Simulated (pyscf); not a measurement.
# Four-centre exchange: `[NH]=[SiH][Cl]` + `[FH]` -> `[NH]=[Si]([F])[Cl]` + `[H][H]`

Gas phase, singlet surface, charge 0. Bonds broken: Si2–H5, F6–H7. Bonds formed: Si2–F6, H5–H7. Structures and frequencies: ωB97X-D3(BJ)/def2-SVP in PySCF.

Transition state (Å):

```xyz
7

N     -2.3657     0.2335     0.0900
Si    -0.9178    -0.3075    -0.1557
Cl    -0.5373    -2.2726    -0.4694
H     -2.7419     1.1546     0.2631
H      0.4296     0.1385     0.6710
F      0.2563     0.4490    -1.3844
H      0.7057     0.4449    -0.3319
```

One imaginary mode, 1207i cm⁻¹; descent along it reached the two sides named.

```
bond    change  reactant side (Å)  saddle  product side
------  ------  -----------------  ------  ------------
Si2–H5  breaks              1.478   1.643           2.7
F6–H7   breaks              0.933   1.144           2.6
Si2–F6   forms              2.446   1.860         1.611
H5–H7    forms                3.2   1.084         0.761
```

Electronic energies relative to the separated reactants (eV):

```json
[
 {"level": "ωB97X-D3(BJ)/def2-TZVP", "barrier": "0.75", "reaction energy": "-1.06", "reverse barrier": "1.81"},
 {"level": "PBE/def2-TZVP", "barrier": "0.56", "reaction energy": "-1.01", "reverse barrier": "1.56"},
 {"level": "r²SCAN/def2-TZVP", "barrier": "0.55", "reaction energy": "-1.14", "reverse barrier": "1.69"},
 {"level": "B3LYP-D3(BJ)/def2-TZVP", "barrier": "0.78", "reaction energy": "-1.06", "reverse barrier": "1.84"},
 {"level": "PBE0-D3(BJ)/def2-TZVP", "barrier": "0.66", "reaction energy": "-0.98", "reverse barrier": "1.64"},
 {"level": "M06-2X/def2-TZVP", "barrier": "0.76", "reaction energy": "-1.14", "reverse barrier": "1.91"},
 {"level": "ωB97M-D3(BJ)/def2-TZVP", "barrier": "0.74", "reaction energy": "-1.05", "reverse barrier": "1.79"},
 {"level": "HF/def2-TZVP", "barrier": "1.43", "reaction energy": "-1.02", "reverse barrier": "2.44"}
]
```

With ωB97M-D3(BJ)/def2-TZVP energies and thermal terms (ideal gas, 1 atm, RRHO with modes under 100 cm⁻¹ raised to 100, one conformer, R ln 2 for chiral ones without a mode under 150 cm⁻¹), in eV:

```tsv
T (K)	ΔH‡	ΔG‡	ΔH	ΔG
298	0.67	1.10	-1.16	-1.10
600	0.66	1.53	-1.14	-1.04
900	0.67	1.97	-1.11	-0.99
1200	0.69	2.40	-1.10	-0.96
```

The same reactants have a lower exit, to HN=SiH–F + HCl (barrier +0.26 eV at ωB97M-D3(BJ)/def2-TZVP, against +0.74 eV here). HN=SiH–Cl lies 1.14 eV over its isomer H₂N–Si:–Cl [singlet] (electronic energy, ωB97M-D3(BJ)/def2-TZVP). This is the saddle that the search found; another between the same sides may lie lower.
